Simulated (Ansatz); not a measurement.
Mulliken charges of `[SiH3][SiH2]S` from r2SCAN/def2-TZVPP in Ansatz (PBE0-D4/def2-TZVP geometry).

```json
{"atom": "Si1", "x (Å)": "-0.203", "y (Å)": "1.203", "z (Å)": "-0.951", "charge (e)": "0.174"}
{"atom": "Si2", "x (Å)": "0.425", "y (Å)": "-0.718", "z (Å)": "0.225", "charge (e)": "0.291"}
{"atom": "S3", "x (Å)": "-0.913", "y (Å)": "-0.861", "z (Å)": "1.893", "charge (e)": "-0.269"}
{"atom": "H4", "x (Å)": "-1.613", "y (Å)": "1.083", "z (Å)": "-1.407", "charge (e)": "-0.053"}
{"atom": "H5", "x (Å)": "0.679", "y (Å)": "1.368", "z (Å)": "-2.137", "charge (e)": "-0.061"}
{"atom": "H6", "x (Å)": "-0.073", "y (Å)": "2.399", "z (Å)": "-0.078", "charge (e)": "-0.053"}
{"atom": "H7", "x (Å)": "0.320", "y (Å)": "-1.923", "z (Å)": "-0.643", "charge (e)": "-0.069"}
{"atom": "H8", "x (Å)": "1.836", "y (Å)": "-0.613", "z (Å)": "0.686", "charge (e)": "-0.069"}
{"atom": "H9", "x (Å)": "-0.369", "y (Å)": "-1.984", "z (Å)": "2.395", "charge (e)": "0.109"}
```

By hand: the dipole of these point charges (1 e Å = 4.8032 D).

Σ q r = (0.193, -0.077, -0.142) e Å, of length 0.252 e Å = 1.21 D.

How does the dipole of the full density compare? (Best estimate.)

Computed: (0.147, -0.105, -0.063) e Å, 0.92 D; the point charges give 1.32 times that, at 19° from its direction.

Point charges leave out the atoms' own dipoles, such as those of lone pairs, and Mulliken's split depends on the basis, so the two needn't agree.
